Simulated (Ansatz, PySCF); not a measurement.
Potential energy curve for SiO, singlet.

- UHF/cc-pVDZ (PySCF)
- RHF/cc-pVDZ (PySCF)
- UKS-CAM-B3LYP = unrestricted CAM-B3LYP/cc-pVDZ (PySCF)
- RKS-CAM-B3LYP = restricted CAM-B3LYP/cc-pVDZ (PySCF)
- UKS-BHandHLYP = unrestricted BHandHLYP/cc-pVDZ in PySCF
- RKS-BHandHLYP = restricted BHandHLYP/cc-pVDZ (PySCF 2.14.0)
- UKS-B3LYP = unrestricted B3LYP/cc-pVDZ (PySCF)
- RKS-B3LYP = restricted B3LYP/cc-pVDZ run with PySCF
- UKS-PBE = unrestricted PBE/cc-pVDZ in Ansatz (a program for electronic structure)
- RKS-PBE = restricted PBE/cc-pVDZ (Ansatz)
- UKS-B3LYP/6-31G* = unrestricted B3LYP/6-31G*, spherical d run with PySCF 2.14.0
- RKS-B3LYP/6-31G* = restricted B3LYP/6-31G*, spherical d (PySCF)
- UKS-BP86/6-31G* = PySCF with unrestricted BP86/6-31G*, spherical d
- RKS-BP86/6-31G* = restricted BP86/6-31G*, spherical d run with PySCF
- UKS-B3LYP/3-21G = unrestricted B3LYP/3-21G (PySCF)
- RKS-B3LYP/3-21G = restricted B3LYP/3-21G in PySCF 2.14.0
- UKS-M06-2X/6-31G* = PySCF 2.14.0 with unrestricted M06-2X/6-31G*, spherical d
- RKS-M06-2X/6-31G* = restricted M06-2X/6-31G*, spherical d run with PySCF

Scanned distances (Å): 1.20, 1.27, 1.37, 1.41, 1.45, 1.51, 1.54, 1.59, 1.65, 1.75, 1.86, 2.03, 2.26, 2.52, 2.72, 3.00, 3.33, 3.73, 4.05, 4.50, 5.24, 6.09.

Where does the unrestricted solution first break spin symmetry (<S²> of 0.01 or more)?

UHF: between 1.65 and 1.75 Å; UKS-CAM-B3LYP: between 1.86 and 2.03 Å; UKS-BHandHLYP: between 1.75 and 1.86 Å; UKS-B3LYP: between 1.86 and 2.03 Å; UKS-PBE: between 2.03 and 2.26 Å; UKS-B3LYP/6-31G*: between 1.86 and 2.03 Å; UKS-BP86/6-31G*: between 2.03 and 2.26 Å; UKS-B3LYP/3-21G: between 1.86 and 2.03 Å; UKS-M06-2X/6-31G*: between 1.86 and 2.03 Å.

| R / Å | <S²> UHF | E(RHF) − E(UHF) / kcal/mol | <S²> UKS-CAM-B3LYP | E(RKS-CAM-B3LYP) − E(UKS-CAM-B3LYP) / kcal/mol | <S²> UKS-BHandHLYP | E(RKS-BHandHLYP) − E(UKS-BHandHLYP) / kcal/mol | <S²> UKS-B3LYP | E(RKS-B3LYP) − E(UKS-B3LYP) / kcal/mol | <S²> UKS-PBE | E(RKS-PBE) − E(UKS-PBE) / kcal/mol | <S²> UKS-B3LYP/6-31G* | E(RKS-B3LYP/6-31G*) − E(UKS-B3LYP/6-31G*) / kcal/mol | <S²> UKS-BP86/6-31G* | E(RKS-BP86/6-31G*) − E(UKS-BP86/6-31G*) / kcal/mol | <S²> UKS-B3LYP/3-21G | E(RKS-B3LYP/3-21G) − E(UKS-B3LYP/3-21G) / kcal/mol | <S²> UKS-M06-2X/6-31G* | E(RKS-M06-2X/6-31G*) − E(UKS-M06-2X/6-31G*) / kcal/mol |
|---|---|---|---|---|---|---|---|---|---|---|---|---|---|---|---|---|---|---|
| 1.20 | 0.00 | 0.0 | 0.00 | 0.0 | 0.00 | 0.0 | 0.00 | 0.0 | 0.00 | 0.0 | 0.00 | 0.0 | 0.00 | 0.0 | 0.00 | 0.0 | 0.00 | 0.0 |
| 1.27 | 0.00 | 0.0 | 0.00 | 0.0 | 0.00 | 0.0 | 0.00 | 0.0 | 0.00 | 0.0 | 0.00 | 0.0 | 0.00 | 0.0 | 0.00 | 0.0 | 0.00 | 0.0 |
| 1.37 | 0.00 | 0.0 | 0.00 | 0.0 | 0.00 | 0.0 | 0.00 | 0.0 | 0.00 | 0.0 | 0.00 | 0.0 | 0.00 | 0.0 | 0.00 | 0.0 | 0.00 | 0.0 |
| 1.41 | 0.00 | 0.0 | 0.00 | 0.0 | 0.00 | 0.0 | 0.00 | 0.0 | 0.00 | 0.0 | 0.00 | 0.0 | 0.00 | 0.0 | 0.00 | 0.0 | 0.00 | 0.0 |
| 1.45 | 0.00 | 0.0 | 0.00 | 0.0 | 0.00 | 0.0 | 0.00 | 0.0 | 0.00 | 0.0 | 0.00 | 0.0 | 0.00 | 0.0 | 0.00 | 0.0 | 0.00 | 0.0 |
| 1.51 | 0.00 | 0.0 | 0.00 | 0.0 | 0.00 | 0.0 | 0.00 | 0.0 | 0.00 | 0.0 | 0.00 | 0.0 | 0.00 | 0.0 | 0.00 | 0.0 | 0.00 | 0.0 |
| 1.54 | 0.00 | 0.0 | 0.00 | 0.0 | 0.00 | 0.0 | 0.00 | 0.0 | 0.00 | 0.0 | 0.00 | 0.0 | 0.00 | 0.0 | 0.00 | 0.0 | 0.00 | 0.0 |
| 1.59 | 0.00 | 0.0 | 0.00 | 0.0 | 0.00 | 0.0 | 0.00 | 0.0 | 0.00 | 0.0 | 0.00 | 0.0 | 0.00 | 0.0 | 0.00 | 0.0 | 0.00 | 0.0 |
| 1.65 | 0.00 | 0.0 | 0.00 | 0.0 | 0.00 | 0.0 | 0.00 | 0.0 | 0.00 | 0.0 | 0.00 | 0.0 | 0.00 | 0.0 | 0.00 | 0.0 | 0.00 | 0.0 |
| 1.75 | 0.70 | 6.8 | 0.00 | 0.0 | 0.00 | 0.0 | 0.00 | 0.0 | 0.00 | 0.0 | 0.00 | 0.0 | 0.00 | 0.0 | 0.00 | 0.0 | 0.00 | 0.0 |
| 1.86 | 0.84 | 19.7 | 0.00 | 0.0 | 0.10 | 0.1 | 0.00 | 0.0 | 0.00 | 0.0 | 0.00 | 0.0 | 0.00 | 0.0 | 0.00 | 0.0 | 0.00 | 0.0 |
| 2.03 | 0.95 | 41.3 | 0.35 | 1.0 | 0.73 | 8.0 | 0.21 | 0.4 | 0.00 | 0.0 | 0.22 | 0.4 | 0.00 | 0.0 | 0.33 | 1.0 | 0.39 | 1.6 |
| 2.26 | 1.27 | 66.0 | 0.88 | 13.1 | 0.95 | 26.3 | 0.77 | 6.5 | 0.47 | 1.7 | 0.77 | 6.4 | 0.41 | 1.3 | 0.88 | 8.2 | 0.91 | 13.9 |
| 2.52 | 1.96 | 87.7 | 1.11 | 31.0 | 1.28 | 47.0 | 1.08 | 19.0 | 0.94 | 7.8 | 1.08 | 18.7 | 0.89 | 6.8 | 1.22 | 20.7 | 1.14 | 33.0 |
| 2.72 | 1.99 | 98.2 | 1.38 | 45.3 | 1.54 | 60.1 | 1.25 | 28.9 | 1.18 | 13.4 | 1.25 | 28.5 | 1.14 | 12.0 | 1.44 | 30.9 | 1.43 | 47.8 |
| 3.00 | 2.01 | 107.0 | 1.65 | 62.2 | 1.76 | 70.6 | 1.54 | 43.2 | 1.42 | 20.9 | 1.53 | 42.8 | 1.39 | 19.2 | 1.59 | 45.1 | 1.69 | 60.9 |
| 3.33 | 2.01 | 112.7 | 1.82 | 71.7 | 1.89 | 77.9 | 1.73 | 58.4 | 1.59 | 28.6 | 1.53 | — | 1.56 | 26.7 | 1.78 | 61.7 | 1.69 | — |
| 3.73 | 2.02 | 116.1 | 1.93 | 78.2 | 1.96 | 83.9 | 1.85 | 70.6 | 1.72 | 35.7 | 1.72 | — | 1.69 | 33.6 | 1.89 | 75.8 | 1.86 | — |
| 4.05 | 2.02 | 117.4 | 1.97 | 81.9 | 2.01 | 87.4 | 1.90 | 74.4 | 1.81 | 40.1 | 1.80 | — | 1.79 | 37.9 | 1.94 | 80.3 | 1.93 | — |
| 4.50 | 2.02 | 118.3 | 2.01 | 85.8 | 2.01 | 90.8 | 1.95 | 77.5 | 1.86 | 45.2 | 1.86 | — | 1.84 | 42.8 | 1.98 | 83.6 | 1.98 | — |
| 5.24 | 2.02 | 118.9 | 2.01 | 89.4 | 2.01 | 93.7 | 1.99 | 80.5 | 1.90 | 49.7 | 1.91 | — | — | — | 2.00 | 86.6 | 2.00 | — |
| 6.09 | 2.02 | 119.1 | 2.01 | 91.2 | 2.01 | 94.8 | 2.00 | 82.3 | 1.91 | 51.7 | 0.00 | — | 0.02 | — | 2.00 | 87.9 | 2.01 | — |

A dash means that the run gave no value there, or that the column was ended at a point which the program doubted or which failed a test of continuity chosen for this set; such a test can also cut sound points.
